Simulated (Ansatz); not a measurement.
Candidates: bcc Mo, diamond, diamond-structure Ge, bcc Ba, bcc Nb, fcc Sr. Level: r²SCAN (PAW; Ansatz, a program for electronic structure).

Ansatz's runs of these crystals have no spin polarisation.

Spin–orbit coupling is left out, also for the solids with elements from indium on (bcc Ba); its size isn't shown.

Ansatz's density-functional and Hartree–Fock values are scalar-relativistic unless marked +SOC, with PAW data made under PBE.

**Question.** Which of them have a computed lattice parameter a between 4.3 and 5.9 Å?

**Answer.** diamond-structure Ge, bcc Ba. The values: bcc Mo 3.151 Å; diamond 3.560 Å; diamond-structure Ge 5.675 Å; bcc Ba 5.070 Å; bcc Nb 3.303 Å; fcc Sr 6.101 Å.
